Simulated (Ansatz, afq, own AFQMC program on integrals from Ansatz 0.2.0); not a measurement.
## SiH$_{4}$⁺, doublet → SiH$_{4}$⁺, quartet

```
atom    x (Å)    y (Å)    z (Å)
  Si   0.0000   0.0000   0.0000
   H  -0.0112   1.0909   1.0838
   H  -0.0168  -1.0838   1.0907
   H   0.0168   1.0838  -1.0907
   H   0.0112  -1.0909  -1.0838
```

E(quartet, charge +1) − E(doublet, charge +1) at this geometry, on UHF and UHF determinants.

Basis 6-31G. Noble-gas cores (and the filled d shells of Ga–Kr and In–Xe) are frozen. Ansatz 0.2.0 and our own AFQMC program on the same integrals; the CISD trial comes from CCSD amplitudes, and released means the phaseless constraint is let go. Free projection: walkers drawn from exp(T), propagated without any constraint. Its projection time is finite, and what remains of the start isn't in its error. ± is one standard error of the sampling. The errors of all members are added in quadrature.

Full CI on the same integrals is exact in this basis and with this determinant's frozen core.

Errors are counted within 6-31G, not against nature.

Cautions: SiH₄⁺ (doublet): unrestricted determinant slightly spin contaminated (⟨S²⟩ 0.81 against 0.75), the ph-AFQMC/CISD walk drifts between its halves (2.6 errors); SiH₄⁺ (quartet): another spin lies lower; the upper state may be diffuse, so the gap hangs on the basis; core correlation is missing, and it shifts such a gap most where an s electron is promoted.

Reference (full CI): 104.6 kcal/mol.

```json
{"level": "HF", "vertical spin gap (kcal/mol)": "95.0", "error against FCI (kcal/mol)": "-9.6"}
{"level": "MP2", "vertical spin gap (kcal/mol)": "101.3", "error against FCI (kcal/mol)": "-3.4"}
{"level": "CCSD", "vertical spin gap (kcal/mol)": "104.3", "error against FCI (kcal/mol)": "-0.4"}
{"level": "CCSD(T)", "vertical spin gap (kcal/mol)": "104.5", "error against FCI (kcal/mol)": "-0.1"}
{"level": "CCSDT", "vertical spin gap (kcal/mol)": "104.6", "error against FCI (kcal/mol)": "0.0"}
{"level": "CCSDT(Q)", "vertical spin gap (kcal/mol)": "104.6", "error against FCI (kcal/mol)": "0.0"}
{"level": "CCSDTQ", "vertical spin gap (kcal/mol)": "104.6", "error against FCI (kcal/mol)": "0.0"}
{"level": "free AFQMC", "vertical spin gap (kcal/mol)": "104.6 ± 0.05", "error against FCI (kcal/mol)": "0.0 ± 0.05"}
```

Correlation beyond CCSD(T) adds 0.1 kcal/mol. The perturbative (T) step is worth +0.2 kcal/mol.

CCSDT and higher add their correlation energy to the determinant of the CCSD(T) run, since their own runs factorise the integrals more tightly (a shift of under 2 meV). Free projections are given only where their last times agree within the noise and don't stop above the reference; a slow remainder of the start can still hide under it. A walk keeps the symmetry of its determinant, which the program's search chose and which needn't be the lowest solution, so a lower state of the same spin and another symmetry isn't excluded.
